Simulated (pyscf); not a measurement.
This saddle point was located with ωB97X-D3(BJ)/def2-SVP in PySCF.

```xyz
11

C     -1.8275    -1.0839    -0.5212
N     -1.7254     0.0365     0.1117
H     -2.2268    -1.9616    -0.0054
H     -1.4864    -1.1663    -1.5581
H     -1.4818     0.0928     1.1850
C     -0.7617     1.1604    -0.2609
C      0.1166     1.0222     0.9115
H     -0.3830     0.9484    -1.2750
H     -1.3476     2.0922    -0.2854
H      0.9556     0.3220     0.8081
H      0.3135     1.9146     1.5155
```
Charge 0, spin multiplicity 1.

Surface: singlet, charge 0. Lowest wavenumbers (cm⁻¹): 883i, 172, 383, 428, 565.

Which two sides does it connect, and which bonds change?

H₂C=NH + H₂C=CH₂ ⇌ H₂C=N–CH₂–CH₃, an addition across a multiple bond or ene-type step read from left to right: H–N broken and C–N, C–H formed. At CCSD(T)/def2-TZVPP + ΔMP2(QZVPP) it lies +46.9 kcal/mol from the left side and +70.4 kcal/mol from the right (each side as separated species at their lowest minima found). H₂C=N–CH₂–CH₃ lies 9.3 kcal/mol over its isomer H₂C=C(CH₃)–NH₂ (electronic energy, ωB97M-D3(BJ)/def2-TZVP). This is the saddle that the search found; another between the same sides may lie lower. One closed-shell reference is unstable to symmetry breaking; treat the single-reference values with care. The CCSD(T) − MP2 part came from Ansatz, without density fitting, on the same reference.
